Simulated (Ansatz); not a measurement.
C$_{2}$H$_{5}$FN$_{2}$, SMILES `C/N=C(/N)F`, one more setting.

```yaml
crystal:
  periodic: [false, false, false]
  atoms:
    - {symbol: C, position_ang: [-1.379389, 0.347984, 0.694379]}
    - {symbol: N, position_ang: [-0.611524, -0.519328, 0.372850]}
    - {symbol: C, position_ang: [0.562518, 0.112991, -0.339426]}
    - {symbol: N, position_ang: [1.793179, -0.500233, -0.556189]}
    - {symbol: F, position_ang: [0.851630, 1.141877, -0.777131]}
    - {symbol: H, position_ang: [-1.120999, 1.087735, 1.324673]}
    - {symbol: H, position_ang: [-2.067262, 0.008282, 1.133164]}
    - {symbol: H, position_ang: [-1.962924, 1.036217, -0.156992]}
    - {symbol: H, position_ang: [2.166786, -0.678797, -1.524033]}
    - {symbol: H, position_ang: [1.582897, -1.763439, -0.484566]}
basis:
  gaussian: {orbitals: def2-TZVPD}
hamiltonian: {xc: {name: B2GP-PLYP}}
output: {forces: true}
```

```sh
$ ansatz run in.yaml --threads 4 --pin off --events-out ev --progress --plain --max-ram 10444MiB
```

It prints (some lines left out):

```
Functional definition: B2GP-PLYP
1593 factors; integrals over basis functions are off by at most 1.3e-3 eV
mean field evaluation 1: about -7820.6352 eV, gradient 6.4e1 eV
mean field evaluation 2: about -7820.7073 eV, gradient 6.4e1 eV
mean field evaluation 4: about -7828.7853 eV, gradient 1.4e1 eV
mean field evaluation 8: about -7829.1977 eV, gradient 1.1e0 eV
mean field evaluation 16: about -7829.2004 eV, gradient 9.8e-4 eV
mean field -7829.20042339 eV, -287.7178087370 hartree, gradient 7.3e-6 eV, S^2 0.000000; 0 other end points of the search recorded, 0 dependent functions left out
5 core orbitals not correlated: weight in the atoms' cores, before any rotation towards them, 1.000 or more for the frozen orbitals, at most 0.000 for the correlated occupied ones
reference -7829.20055143 eV, -287.7178134422 hartree; 15, 15 occupied and 213, 213 virtual orbitals, 1593 factors
second order -31.49744953 eV of doubles, -0.00000000 eV of singles
Total energy: -7840.53963326 eV, -288.1345170136 hartree
Atom 0 at    -1.379389     0.347984     0.694379 Å, force    -3.997383    13.961500    -4.732947 eV/Å
Atom 1 at    -0.611524    -0.519328     0.372850 Å, force    16.369413    -5.986832    -8.239794 eV/Å
Atom 2 at     0.562518     0.112991    -0.339426 Å, force    -3.117352   -14.345952     5.308861 eV/Å
Atom 3 at     1.793179    -0.500233    -0.556189 Å, force    -0.058269   -10.593189     0.136918 eV/Å
Atom 4 at     0.851630     1.141877    -0.777131 Å, force    -1.531446    13.936114    -3.699878 eV/Å
Atom 5 at    -1.120999     1.087735     1.324673 Å, force     1.861671     3.039167     2.394913 eV/Å
Atom 6 at    -2.067262     0.008282     1.133164 Å, force   -10.559327    -5.093498     6.171959 eV/Å
Atom 7 at    -1.962924     1.036217    -0.156992 Å, force     1.100404    -1.384306     1.130668 eV/Å
Atom 8 at     2.166786    -0.678797    -1.524033 Å, force    -0.853488     1.755756     0.771189 eV/Å
Atom 9 at     1.582897    -1.763439    -0.484566 Å, force     0.785776     4.711239     0.758112 eV/Å
Dipole moment:     0.270243     0.045732    -0.362471 e Å
```

Hardware: 4 threads of an Intel Xeon Platinum 8488C on a shared host. Wall time 11 s, peak host memory 0.84 GiB.
